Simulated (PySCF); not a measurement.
Job file and geometry (Å, from GFN2-xTB) of an NMR shielding run on `C[C@@H]1CCCO1`, C5H10O, GIAO PBE0/pcSseg-1 NMR shielding, non-relativistic, gas phase in PySCF; density fitting, a coarse starting grid and PySCF grid level 2 are the driver's defaults:

```
$ OMP_NUM_THREADS=1 python probes_run.py task.json out

{"job": {"kind": "nmr", "xc": "PBE0", "basis": "pcSseg-1"}, "charge": 0, "multiplicity": 1}
C     -1.875561    -0.529261    -0.451260
C     -0.824310     0.316873     0.264087
C      0.288417     0.801486    -0.689030
C      1.576607     0.478975     0.068315
C      1.134991    -0.720411     0.904759
O     -0.187281    -0.429335     1.297649
H     -1.406612    -1.393295    -0.916716
H     -2.613982    -0.880915     0.264445
H     -2.372794     0.061432    -1.216670
H     -1.320830     1.163124     0.756794
H      0.191901     1.859812    -0.921191
H      0.246308     0.236831    -1.621262
H      2.413124     0.248979    -0.587427
H      1.852065     1.305361     0.723778
H      1.724245    -0.869727     1.810471
H      1.166113    -1.640984     0.301848
```

Q: Write the output of this run.

A: 
```
coarse grid: 12720 points
cycle   1  E = -271.2944365946  dE =  6.910e-01  |g| = 5.867e-01  |ddm| = 3.367e+00
cycle   2  E = -271.2405788157  dE =  5.386e-02  |g| = 8.120e-01  |ddm| = 1.250e+00
cycle   3  E = -271.3641458396  dE = -1.236e-01  |g| = 9.278e-02  |ddm| = 8.173e-01
cycle   4  E = -271.3656371558  dE = -1.491e-03  |g| = 3.212e-02  |ddm| = 8.061e-02
cycle   5  E = -271.3658683668  dE = -2.312e-04  |g| = 5.524e-03  |ddm| = 2.891e-02
cycle   6  E = -271.3658741530  dE = -5.786e-06  |g| = 1.312e-03  |ddm| = 5.624e-03
final grid: 120968 points
cycle   7  E = -271.4150136233  dE = -3.034e-05  |g| = 1.257e-02  |ddm| = 2.789e-02
cycle   8  E = -271.4149820421  dE =  3.158e-05  |g| = 1.820e-02  |ddm| = 2.044e-02
cycle   9  E = -271.4150455380  dE = -6.350e-05  |g| = 1.400e-03  |ddm| = 1.246e-02
cycle  10  E = -271.4150459556  dE = -4.176e-07  |g| = 1.999e-04  |ddm| = 1.456e-03
cycle  11  E = -271.4150459632  dE = -7.652e-09  |g| = 4.771e-05  |ddm| = 2.165e-04
cycle  12  E = -271.4150459637  dE = -4.183e-10  |g| = 1.884e-05  |ddm| = 5.397e-05
converged SCF energy = -271.4150459637

GIAO shielding tensors (ppm)
atom      isotropic    diamagn.    paramagn.     s11        s22        s33       span
  0 C      162.083     247.399     -85.317    145.819    155.774    184.656     38.837
  1 C      108.283     244.665    -136.382     65.682    100.219    158.947     93.265
  2 C      149.895     249.994    -100.100    123.091    154.101    172.492     49.401
  3 C      155.145     249.907     -94.762    128.648    164.362    172.424     43.777
  4 C      116.092     244.924    -128.832     73.892    110.796    163.589     89.697
  5 O      260.018     397.795    -137.778    177.643    261.072    341.338    163.695
  6 H       30.680      30.444       0.236     26.835     29.849     35.354      8.520
  7 H       30.198      29.010       1.188     25.893     27.613     37.087     11.193
  8 H       30.833      29.487       1.346     26.518     28.788     37.193     10.675
  9 H       27.334      31.072      -3.738     24.074     25.507     32.421      8.347
 10 H       29.606      30.998      -1.391     25.648     27.399     35.772     10.123
 11 H       30.411      32.057      -1.646     25.536     29.998     35.700     10.164
 12 H       30.000      30.044      -0.044     25.871     27.080     37.050     11.178
 13 H       29.905      30.483      -0.578     25.140     27.423     37.151     12.011
 14 H       27.599      28.868      -1.269     23.096     26.027     33.675     10.578
 15 H       27.957      30.314      -2.357     23.128     26.436     34.308     11.180
```

Q: Turn these shieldings into chemical shifts. Chemical shifts δ = σref − σ; ¹³C (186.93 ppm) and ¹H (31.72 ppm) vs TMS; H2O for ¹⁷O (336.08 ppm), all at this level.

A: Averaging equivalent atoms: C 1: 78.6; C 4: 70.8; C 2: 37.0; C 3: 31.8; C 0: 24.8; O 5: 76.1; H 9: 4.38; H 14: 4.12; H 15: 3.76; H 10: 2.11; H 13: 1.81; H 12: 1.72; H 11: 1.31; H 6/7/8: 1.15 ppm. Experimental scales use liquid or dissolved standards, which lie at an offset from isolated H2O (liquid H2O: subtract about 36 ppm).

Size and cost of the density-fitted run: 152 basis functions, 12 s wall time on 1 thread of an Arm Neoverse V2, shared host; peak memory 0.72 GiB.
